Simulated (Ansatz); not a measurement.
## CF, sextet in cc-pVDZ: errors against UCCSDTQ

Geometry: that of the CF, quartet, kept fixed. The doublet lies 17.0 eV lower here.

| atom | x (Å) | y (Å) | z (Å) |
| --- | --- | --- | --- |
| C | 0.0000 | 0.0000 | 0.0000 |
| F | 0.0000 | 0.0000 | 1.3159 |

Basis cc-pVDZ; Ansatz 0.2.0. Correlated methods freeze the noble-gas cores, which leaves 11 electrons in 26 orbitals. R marks a restricted (for open shells ROHF) determinant, U an unrestricted one. Active spaces: valence = (11e, 8o) chosen from the atoms' valence shells.

Full CI isn't at hand for all of this; UCCSDTQ serves as the reference, and is uncertain by about the last step of the cluster series. The frozen core follows each run's orbitals, which can shift R against U totals by a few meV.

For open shells CISD is restricted-active-space CI with the open shells as a complete middle space.

The UHF ⟨S²⟩ is 8.755. The T1 diagnostic (RCCSD) is 0.0136. The largest doubles amplitude (RCCSD) is 0.044. The T1 diagnostic (UCCSD) is 0.0097.

```json
{"level": "RHF", "E − E(UCCSDTQ) (kcal/mol)": "131.16", "share of correlation (%)": "0.00", "wall time": "–"}
{"level": "UHF", "E − E(UCCSDTQ) (kcal/mol)": "126.99", "share of correlation (%)": "3.17", "wall time": "–"}
{"level": "RMP2", "E − E(UCCSDTQ) (kcal/mol)": "13.02", "share of correlation (%)": "90.07", "wall time": "–"}
{"level": "UMP2", "E − E(UCCSDTQ) (kcal/mol)": "13.39", "share of correlation (%)": "89.79", "wall time": "–"}
{"level": "CISD", "E − E(UCCSDTQ) (kcal/mol)": "5.77", "share of correlation (%)": "95.60", "wall time": "3.3 s"}
{"level": "RCCSD", "E − E(UCCSDTQ) (kcal/mol)": "1.79", "share of correlation (%)": "98.63", "wall time": "–"}
{"level": "UCCSD", "E − E(UCCSDTQ) (kcal/mol)": "1.70", "share of correlation (%)": "98.71", "wall time": "–"}
{"level": "RCCSD(T)", "E − E(UCCSDTQ) (kcal/mol)": "0.29", "share of correlation (%)": "99.78", "wall time": "0.76 s"}
{"level": "UCCSD(T)", "E − E(UCCSDTQ) (kcal/mol)": "0.25", "share of correlation (%)": "99.81", "wall time": "0.73 s"}
{"level": "BCCD(T)", "E − E(UCCSDTQ) (kcal/mol)": "0.29", "share of correlation (%)": "99.78", "wall time": "0.88 s"}
{"level": "RCCSDT", "E − E(UCCSDTQ) (kcal/mol)": "0.13", "share of correlation (%)": "99.90", "wall time": "–"}
{"level": "UCCSDT", "E − E(UCCSDTQ) (kcal/mol)": "0.08", "share of correlation (%)": "99.94", "wall time": "–"}
{"level": "RCCSDT(Q)", "E − E(UCCSDTQ) (kcal/mol)": "0.05", "share of correlation (%)": "99.96", "wall time": "6 s"}
{"level": "UCCSDT(Q)", "E − E(UCCSDTQ) (kcal/mol)": "0.01", "share of correlation (%)": "99.99", "wall time": "5 s"}
{"level": "RCCSDTQ", "E − E(UCCSDTQ) (kcal/mol)": "0.04", "share of correlation (%)": "99.97", "wall time": "35 s (H100)"}
{"level": "CASSCF (valence space)", "E − E(UCCSDTQ) (kcal/mol)": "130.58", "share of correlation (%)": "0.44", "wall time": "–"}
{"level": "NEVPT2 (valence space)", "E − E(UCCSDTQ) (kcal/mol)": "24.68", "share of correlation (%)": "81.18", "wall time": "0.27 s"}
{"level": "MRCISD (valence space)", "E − E(UCCSDTQ) (kcal/mol)": "6.62", "share of correlation (%)": "94.95", "wall time": "–"}
{"level": "MRCISD+Q (valence space)", "E − E(UCCSDTQ) (kcal/mol)": "0.84", "share of correlation (%)": "99.36", "wall time": "1.1 s"}
```

The correlation energy at UCCSDTQ, counted from RHF, is -5.687 eV. That run took 48 s on 2 threads of AMD EPYC 7R13 with a shared H100 80 GB, shared host.

Times hold each run's SCF and search for its determinant on a shared host, so for small cases they say little of a method's own cost; rows without a card ran on 1 thread of AMD EPYC 7R13.

Natural occupations of CASSCF (valence space) about the gap: 1.000 1.000 1.000 1.000 1.000; effectively unpaired electrons, Σ n²(2−n)², 5.00.
